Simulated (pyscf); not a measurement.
9 group-13 steps of one kind (substitution at C, radical): barrier in kJ/mol, from the separated reactants or the lowest minimum found. PySCF, gas phase, ωB97X-D3(BJ)/def2-SVP geometries. Functionals in def2-TZVP; the last column is ωB97M-D3(BJ)/def2-TZVP. Rows were drawn at random from the steps of this kind and element class whose saddle was verified and whose references are stable.

```tsv
step	PBE	PBE0-D3(BJ)	r²SCAN	ωB97M-D3(BJ)
H₃C–Al(F)–F + CH₃• -> H₃C–CH₃ + [F–Al–F]•	?	113.8	111.6	141.2
H₃C–Ga(F)–F + H• → CH₄ + [F–Ga–F]•	40.5	60.7	45.7	77.0
H₃C–Al(OH)–OH + H• → CH₄ + [HO–Al–OH]•	56.8	76.6	61.5	99.6
H₃C–GaH₂ + H• → CH₄ + GaH₂•	44.7	63.7	45.7	82.7
H₃C–Ga(CH₃)–CH₃ + H• -> CH₄ + [H₃C–Ga–CH₃]•	46.3	65.6	48.1	84.0
H₃C–Ga(CH₃)–NH₂ + H• -> CH₄ + [H₃C–Ga–NH₂]•	51.4	70.6	55.2	86.6
H₃C–In(OH)–OH + H• → CH₄ + [HO–In–OH]•	17.1	35.7	18.5	53.1
H₃C–InH–CH₃ + H• → CH₄ + [H₃C–InH]•	?	41.4	26.1	57.6
H₃C–Ga(OH)–OH + H• → CH₄ + [HO–Ga–OH]•	44.5	65.2	49.3	81.4
```

**Question.** What belongs in the gaps?

**Answer.** 
- H₃C–Al(F)–F + CH₃• -> H₃C–CH₃ + [F–Al–F]•, PBE: 88.6
- H₃C–InH–CH₃ + H• → CH₄ + [H₃C–InH]•, PBE: 24.1

Differences from the last column (kJ/mol): PBE: mean -38.8, median -36.9, mean size 38.8, lower in 9 of 9; PBE0-D3(BJ): mean -18.9, median -17.4, mean size 18.9, lower in 9 of 9; r²SCAN: mean -33.5, median -32.1, mean size 33.5, lower in 9 of 9. PBE is closest for row 8 (33.5 kJ/mol apart) and farthest for row 1 (52.6 kJ/mol). PBE, r²SCAN and M06-2X carry no added dispersion term. The last column is a level with limits of its own. Each barrier is that of the saddle found. Elements up to Kr have no core potential and no relativistic terms here. Elements past Kr carry the def2 core potentials, without spin-orbit coupling.
